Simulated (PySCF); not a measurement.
Isomers of C3H6, one GFN2-xTB conformer each. Single-point energies are computed at PBE0/pcSseg-1 (PySCF, gas phase, no added dispersion term), electronic only.

| SMILES | GFN2-xTB relative energy (kJ/mol) |
| --- | --- |
| C1CC1 | 0.0 |
| C=CC | 15.6 |

**Question.** What does PBE0/pcSseg-1 give for the same structures?

**Answer.** 
| SMILES | PBE0/pcSseg-1 E (Eh) | PBE0/pcSseg-1 (kJ/mol) | GFN2-xTB (kJ/mol) | point group |
| --- | --- | --- | --- | --- |
| C=CC | -117.73833 | 0.0 | 15.6 | Cs |
| C1CC1 | -117.73214 | 16.3 | 0.0 | D3h |

GFN2-xTB puts C1CC1 lowest instead. As drawn, the lower has a C=C bond outside aromatic rings, which the higher lacks; the higher has a three-membered ring, which the lower lacks.

**Question.** Which frontier levels, dipoles and rotational constants go with these structures?

**Answer.** 
| SMILES | HOMO (eV, PBE0/pcSseg-1) | LUMO (eV) | dipole (D) | A, B, C (MHz) |
| --- | --- | --- | --- | --- |
| C=CC | -7.40 | 0.60 | 0.41 | 47148, 9462, 8283 |
| C1CC1 | -8.44 | 1.82 | 0.00 | 20408, 20406, 12741 |

**Question.** As an exercise, what shares would exp(−E/RT) give at 2000 K from these electronic energies alone (no entropy, no degeneracies)?

**Answer.** RT = 16.629 kJ/mol: C=CC 72.7 %, C1CC1 27.3 %.
